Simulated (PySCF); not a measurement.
Ionisation energy of Al by level of theory

Al [Ne] 3s2 3p1 (2P) → Al⁺ [Ne] 3s2 (1S), as a difference of total energies. Computed with PySCF 2.14 in x2c-TZVPPall with one added diffuse shell each of s, p, d type (6s6p4d1f, 51 functions), with scalar relativity by spin-free X2C-1e. Correlated levels: valence: [Ne] frozen. The calculations carry no spin-orbit coupling.

```csv
method,ionisation energy (eV)
UHF,5.590
MP2 (valence),5.809
SCS-MP2 (valence),5.793
CCSD (valence),5.902
CCSD(T) (valence),5.934
CCSDT (valence),5.947
```

Question: How much does correlation contribute at CCSD(T) (valence)?

Answer: 5.934 − (5.590) = 0.344 eV, measured against UHF.

A first-order spin-orbit estimate (lowest level to lowest level, LS coupling) adds 0.008 eV.

Errors of the correlated levels include the incompleteness of this basis and the frozen core.

For comparison: 5.986 eV (measured; NIST Atomic Spectra Database, ionization energies).
